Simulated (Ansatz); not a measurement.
Geometry optimisation, RKS PBE/def2-TZVP in Ansatz.

input.yaml

```yaml
crystal:
  periodic: [false, false, false]
  atoms:
    - { symbol: Si, position_ang: [0.188571, 0.016524, -0.023113] }
    - { symbol: F, position_ang: [0.365907, -0.144729, 1.567311] }
    - { symbol: H, position_ang: [1.578261, 0.068288, -0.570574] }
    - { symbol: H, position_ang: [-0.511822, 1.287453, -0.352839] }
    - { symbol: H, position_ang: [-0.507909, -1.172029, -0.592848] }
    - { symbol: "N", position_ang: [-2.560087, -0.063752, 1.255427] }
    - { symbol: H, position_ang: [-2.52497, -0.629682, 0.410321] }
    - { symbol: H, position_ang: [-2.524495, 0.922173, 1.003235] }
    - { symbol: H, position_ang: [-1.734555, -0.284247, 1.843279] }
basis:
  gaussian: { orbitals: def2-TZVP }
hamiltonian:
  xc: pbe
relax:
  f_tol: 0.03
  max_steps: 50
output:
  orbitals: {}
```

Launched with:

```bash
$ ansatz run input.yaml --threads 4 --pin off --max-ram 5120MiB --backend cpu --events-out ev --progress --plain --runs-dir out
```

Question: Where does it end, and by what steps?

Answer: The run converged. After 8 steps the energy has fallen by 0.119 eV; H7 moved furthest, 0.55 Å.

```json
{"step": "0", "energy less start (eV)": "0.0000", "largest force component (eV/Å)": "0.700", "accepted": "yes"}
{"step": "1", "energy less start (eV)": "-0.0919", "largest force component (eV/Å)": "0.307", "accepted": "yes"}
{"step": "2", "energy less start (eV)": "-0.1125", "largest force component (eV/Å)": "0.160", "accepted": "yes"}
{"step": "3", "energy less start (eV)": "-0.1166", "largest force component (eV/Å)": "0.034", "accepted": "yes"}
{"step": "4", "energy less start (eV)": "-0.1176", "largest force component (eV/Å)": "0.062", "accepted": "yes"}
{"step": "5", "energy less start (eV)": "-0.1181", "largest force component (eV/Å)": "0.038", "accepted": "yes"}
{"step": "6", "energy less start (eV)": "-0.1187", "largest force component (eV/Å)": "0.041", "accepted": "yes"}
{"step": "7", "energy less start (eV)": "-0.1190", "largest force component (eV/Å)": "0.064", "accepted": "yes"}
{"step": "8", "energy less start (eV)": "-0.1191", "largest force component (eV/Å)": "0.028", "accepted": "yes"}
```

```xyz
9
Properties=species:S:1:pos:R:3
Si 0.485 0.037 -0.174
F 0.478 -0.190 1.432
H 1.907 0.054 -0.623
H -0.176 1.340 -0.471
H -0.257 -1.088 -0.814
N -2.886 -0.061 1.482
H -2.950 -0.751 0.730
H -2.851 0.860 1.038
H -1.982 -0.202 1.940
```

Whether the end is a true minimum wasn't checked by a vibrational analysis.

Time of the run: 10 s on 4 threads of Intel(R) Xeon(R) Platinum 8259CL CPU @ 2.50GHz (Skylake/Cascade Lake), on a shared host, peak memory 0.22 GiB.
